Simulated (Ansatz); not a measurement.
## Relaxing NbRu3C

Computed with DFT PBE, scalar-relativistic, plane waves, PAW (Ansatz 0.2.0). Cutoff 420 eV, Γ-centred k mesh, Gaussian smearing, no spin polarisation in the final step.

This is the end of a relaxation of cell and atoms.

```
CELL_PARAMETERS angstrom
4.04915 0.00000 0.00000
0.00000 4.04915 0.00000
0.00000 0.00000 4.04915
ATOMIC_POSITIONS crystal
Nb 0.00000 0.00000 0.00000
Ru 0.00000 0.50000 0.50000
Ru 0.50000 0.00000 0.50000
Ru 0.50000 0.50000 0.00000
C 0.50000 0.50000 0.50000
```

Formation energies are uncorrected and refer to the elements' standard structures at the same level.

Q: What space group does it have?

A: Pm-3m (No. 221). Conventional cell: a = 4.049 Å. Around Nb lie 12 Ru at 2.86 Å; Ru has 2 C at 2.02 Å; C is coordinated by 6 Ru at 2.02 Å.

Q: What is its formation energy per atom?

A: -0.04 eV/atom.

Q: Is it a metal?

A: Yes, bands cross the Fermi level on the 10×10×10 mesh.

The final run used a 10×10×10 mesh on its 5-atom cell and 0.10 eV smearing. For metals, differences of a few meV/atom aren't resolved.

Cost: 2 runs of about 0.52 core-minutes in all, on Intel Xeon Processor @ 2.70GHz (shared hosts).